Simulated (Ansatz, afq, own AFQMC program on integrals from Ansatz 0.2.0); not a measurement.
**BSiH2, quartet → BSiH2⁺, triplet**

```yaml
atoms:
  - { symbol: Si, position_ang: [0.0000, 0.0000, 0.6500] }
  - { symbol: B, position_ang: [0.0000, 0.0000, -1.3428] }
  - { symbol: H, position_ang: [0.0000, -1.0760, -1.8539] }
  - { symbol: H, position_ang: [0.0000, 1.0760, -1.8539] }
```

Connectivity, by distances: Si–BH2.

E(triplet, charge +1) − E(quartet, charge +0) at this geometry, on UHF and UHF determinants.

Basis cc-pVDZ. Only valence electrons are correlated. Integrals, coupled cluster, full CI and functionals: Ansatz 0.2.0; the random walks run on the same integrals in our own AFQMC program. ph-AFQMC/CISD is guided by a CISD state made of CCSD amplitudes; releasing the constraint for a short imaginary time cuts its bias at the price of noise, slowly where states lie close. Error bars are statistical, one sigma. The errors of all members are added in quadrature.

No full CI on the walks' own integrals is used here; CCSDT(Q) serves as the reference and is uncertain by about the last step of the cluster series. Each member takes its own surest rung, up to full CI.

Errors are counted within cc-pVDZ, not against nature.

Cautions: BSiH₂ (quartet): lower spins were not checked, its ph-AFQMC/CISD value lies 28 ± 9 meV above CCSDT(Q); BSiH₂⁺ (triplet): lower spins were not checked, its ph-AFQMC/CISD value lies 17 ± 7 meV above CCSDT(Q); this needn't be the first ionization.

Reference (CCSDT(Q)): 7.637 eV.

```tsv
level	vertical ionization energy (eV)	error against CCSDT(Q) (eV)
HF	7.252	-0.385
MP2	7.635	-0.002
CCSD	7.613	-0.024
CCSD(T)	7.636	-0.001
CCSDT	7.635	-0.002
ph-AFQMC/HF	7.647 ± 0.063	0.010 ± 0.063
ph-AFQMC/CISD	7.626 ± 0.012	-0.011 ± 0.012
released AFQMC	7.642 ± 0.018	0.005 ± 0.018
```

Correlation beyond CCSD(T) changes it by less than 2 meV. The perturbative (T) step is worth +0.022 eV.

A walk keeps the symmetry of its determinant, which the program's search chose and which needn't be the lowest solution, so a lower state of the same spin and another symmetry isn't excluded. Released energies are given only where the last usable release times agree within the noise; a slower fall can still hide under it.
